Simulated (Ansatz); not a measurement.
in.yaml

```yaml
crystal:
  periodic: [false, false, false]
  atoms:
    - {symbol: Si, position_ang: [0.000000, 0.000000, 0.000000]}
    - {symbol: F, position_ang: [0.000000, 0.000000, 5.136000]}
basis:
  gaussian: {orbitals: 6-31G}
total_charge: 1
correlation: {method: fci, electrons: outside_noble_gas}
```

```sh
$ ansatz run in.yaml --threads 1 --pin off --events-out ev --progress --plain --max-ram 2393MiB
```

(1) Roughly how long does this take on 1 thread of Arm Neoverse V2, shared host, and how much host memory?

```
353 factors; integrals over basis functions are off by at most 3.2e-8 eV
mean field evaluation 1: about -10536.4305 eV, gradient 7.7e1 eV
mean field evaluation 2: about -10536.4423 eV, gradient 7.6e1 eV
mean field evaluation 4: about -10537.0646 eV, gradient 7.3e1 eV
mean field evaluation 8: about -10540.8149 eV, gradient 5.3e1 eV
mean field evaluation 16: about -10548.4268 eV, gradient 1.1e-3 eV
mean field evaluation 32: about -10548.1545 eV, gradient 4.8e0 eV
mean field evaluation 64: about -10548.4269 eV, gradient 4.1e-2 eV
mean field evaluation 96: about -10548.2188 eV, gradient 1.1e-6 eV
mean field evaluation 128: about -10548.4268 eV, gradient 1.6e-6 eV
mean field -10548.42683971 eV, -387.6475363789 hartree, gradient 1.6e-6 eV, S^2 0.000000; 8 other end points of the search recorded, 0 dependent functions left out; unrestricted orbitals would lower it
determinant -10548.42683971 eV, -387.6475363789 hartree, with singles and doubles -10556.70801917 eV, -387.9518641106 hartree
determinant -10548.21880270 eV, -387.6398911597 hartree, with singles and doubles -10556.61280241 eV, -387.9483649594 hartree
determinant -10548.42683971 eV, -387.6475363789 hartree, with singles and doubles -10558.27813303 eV, -388.0095647309 hartree
determinant -10548.21880270 eV, -387.6398911597 hartree, with singles and doubles -10558.27494311 eV, -388.0094475036 hartree
unrestricted determinant -10555.52478000 eV, -387.9083808733 hartree, S^2 1.0009
6 core orbitals not correlated: weight in the atoms' cores, before any rotation towards them, 1.000 or more for the frozen orbitals, at most 0.000 for the correlated occupied ones
reference -10548.42683971 eV, -387.6475363789 hartree; 5, 5 occupied and 11, 11 virtual orbitals, 353 factors
state -10558.68559158 eV, -388.0245385563 hartree
Total energy: -10558.68559158 eV, -388.0245385563 hartree
```

Natural occupations: 1.9919 1.9766 1.9237 1.4952 1.4952 0.5121 0.5120 0.0448 0.0134 0.0099 0.0099 0.0081 0.0024 0.0023 0.0023 0.0005.

Answers

(1) 77 s wall and 0.86 GiB.
